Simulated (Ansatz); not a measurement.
```xyz
13

S     0.918    2.542    0.887
C     0.347    0.980    0.316
C    -0.054    0.884   -1.014
C    -0.513   -0.322   -1.516
C    -0.579   -1.444   -0.703
C    -0.180   -1.347    0.621
C     0.281   -0.145    1.133
H     1.181    2.163    2.146
H    -0.005    1.756   -1.657
H    -0.821   -0.383   -2.553
H    -0.938   -2.386   -1.099
H    -0.226   -2.216    1.269
H     0.589   -0.083    2.170
```

The species carries charge 0 and has multiplicity 1.

Question: List the B3LYP/def2-TZVPP orbital energies in eV (the Gaussian-basis code of Ansatz). (Estimate.)

Answer: Ansatz gave: Occupied: -2418.20, -277.99, -277.12, -277.09, -277.09, -277.07, -276.94, -216.19, -160.77, -160.67, -160.52, -23.82, -21.67, -20.64, -19.34, -16.86, -16.29, -14.31, -12.99, -12.61, -11.83, -11.65, -10.65, -10.39, -9.71, -9.29, -8.38, -7.27, -6.14. Lowest empty: -0.58, -0.50, 0.01, 1.20, 1.67, 2.03, 2.50, 2.93.

B3LYP here is the variant with VWN-RPA as its local correlation; programs differ in this.
